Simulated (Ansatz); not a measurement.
Isolated molecules relaxed with PBE0-D4/def2-TZVP in Ansatz; ΔE leaves out vibrations. CBS: MP2 limit from def2 TZ/QZ plus the TZ coupled-cluster correction, frozen cores. This one scheme is used for every species, atoms too. Open shells (•) are unrestricted, without spin–orbit coupling. Spin–orbit coupling would lower the free atoms: a little for Si.

Reaction (atomization): `[SiH2]N[SiH3]`• → 6 H• + N• + 2 Si•

```json
{"species": "`[SiH2]N[SiH3]`•", "CCSD(T)/CBS(def2) energy (Eh)": "-636.45101"}
{"species": "H•", "CCSD(T)/CBS(def2) energy (Eh)": "-0.50000"}
{"species": "N•", "CCSD(T)/CBS(def2) energy (Eh)": "-54.53257"}
{"species": "Si•", "CCSD(T)/CBS(def2) energy (Eh)": "-288.94402"}
```

Question: Work out ΔE.

Answer: ΔE = 6 × (-0.50000) + 2 × (-288.94402) + (-54.53257) − (-636.45101) = 1.03040 Eh = +2705.3 kJ/mol.

Question: What do rigid-rotor, harmonic-oscillator terms from PBE0-D4/def2-TZVP frequencies (298.15 K, 1 bar) make of the CCSD(T)/CBS value? (An estimate is asked.)

Answer: The calculation gave: ΔZPE = -148.5 kJ/mol, ΔH = +2594.2 kJ/mol, ΔS = 851 J/(mol·K), ΔG = +2340.5 kJ/mol. Open shells count their whole term as degenerate. Modes under 50 cm⁻¹ make the entropy rough.

Largest T1 diagnostic among the species: 0.014.

From BLYP to BHLYP (50 % exact exchange), in def2-TZVPP and without D4, ΔE moves by −7.3 kJ/mol: exact exchange takes away binding that semilocal exchange gives to molecules. Leaving LDA and LC-ωPBE aside and taking each functional with its dispersion term where it has one, the values, not all of them listed here, spread over 77.4 kJ/mol, from revPBE-D4 to CAM-B3LYP-D4. LDA lies +332.5 kJ/mol from PBE without D4, its usual overbinding. At CCSD(T), def2-SVP lies −218.1 kJ/mol from the extrapolated value and def2-TZVPP −80.5 kJ/mol: correlation converges slowly with the basis, and small sets miss more of it in the bonded molecule than in its fragments.

For atomizations the MP2-based limit and the directly extrapolated one differ by several kJ/mol either way, and by 10 to 25 for some Ge, Se and Sn compounds, so smaller differences from it don't rank the levels.
